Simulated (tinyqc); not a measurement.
Worked calculation: geometry optimisation on the UHF/sto-6g surface (energies and gradients from PySCF), for OH+, spin multiplicity 3. Computed by tinyqc, a small Python program that keeps every step (integrals from PySCF). Settings: charge = 1, multiplicity = 3, basis = sto-6g, optimiser = bfgs, first Hessian = 0.6, largest step = 0.3, iteration cap = 30. Command: `OMP_NUM_THREADS=1 python tinyqc.py 21309 21310 out.jsonl` (the two numbers bound the seeds that draw the settings). One thread of a shared host (Intel(R) Xeon(R) Processor @ 2.60GHz), about 0.9 s of CPU time with the checks.

## Step 1: energy and gradient

positions at the start (bohr):
```
           x         y         z
1O  0.000000  0.000000  0.000000
2H  0.000000  0.000000  1.725320
```

Self-consistent energy and analytic gradient at these positions.

energy = -74.72448191 hartree

gradient (hartree/bohr):
```
             x           y            z
1O  0.00000000  0.00000000   0.22689709
2H  0.00000000  0.00000000  -0.22689709
```

## Step 1: move

Quasi-Newton step p = -H^(-1) g (first H = 0.6 times the unit matrix); steps longer than 0.3 bohr are cut back (factor 0.561 here).

positions after step 1 (bohr):
```
           x         y          z
1O  0.000000  0.000000  -0.212132
2H  0.000000  0.000000   1.937452
```

## Step 2: energy and gradient

As before.

energy = -74.75361082 hartree

gradient (hartree/bohr):
```
             x           y            z
1O  0.00000000  0.00000000  -0.03478888
2H  0.00000000  0.00000000   0.03478888
```

## Step 2: move

inverse Hessian in use (bohr^2/hartree), lower triangle:
```
          1         2         3         4         5         6
1  1.666667
2  0.000000  1.666667
3  0.000000  0.000000  1.238651
4  0.000000  0.000000  0.000000  1.666667
5  0.000000  0.000000  0.000000  0.000000  1.666667
6  0.000000  0.000000  0.428015  0.000000  0.000000  1.238651
```

Quasi-Newton step p = -H^(-1) g (the inverse Hessian comes from BFGS updates; coordinates in the order x, y, z of each atom); steps longer than 0.3 bohr are cut back.

positions after step 2 (bohr):
```
           x         y          z
1O  0.000000  0.000000  -0.183931
2H  0.000000  0.000000   1.909251
```

## Step 3: energy and gradient

As before.

energy = -74.75507115 hartree

gradient (hartree/bohr):
```
             x           y            z
1O  0.00000000  0.00000000  -0.01642330
2H  0.00000000  0.00000000   0.01642330
```

## Step 3: move

inverse Hessian in use (bohr^2/hartree), lower triangle:
```
          1         2         3         4         5         6
1  1.666667
2  0.000000  1.666667
3  0.000000  0.000000  1.601104
4  0.000000  0.000000  0.000000  1.666667
5  0.000000  0.000000  0.000000  0.000000  1.666667
6  0.000000  0.000000  0.065563  0.000000  0.000000  1.601104
```

As before.

positions after step 3 (bohr):
```
           x         y          z
1O  0.000000  0.000000  -0.158712
2H  0.000000  0.000000   1.884032
```

## Convergence

Stop when the largest gradient component is below 3e-5 hartree/bohr. The inverse Hessian follows the BFGS update with s = step, y = change of gradient.

Course of the optimisation:
```
step   E (hartree)  largest gradient (hartree/bohr)
1     -74.72448191                         2.27e-01
2     -74.75361082                         3.48e-02
3     -74.75507115                         1.64e-02
4     -74.75542029                         3.10e-03
5     -74.75543181                         2.13e-04
6     -74.75543186                         2.50e-06
```

Final distances (angstrom):
```
pair   distance
2H-1O  1.084942
```

Converged in 6 steps.
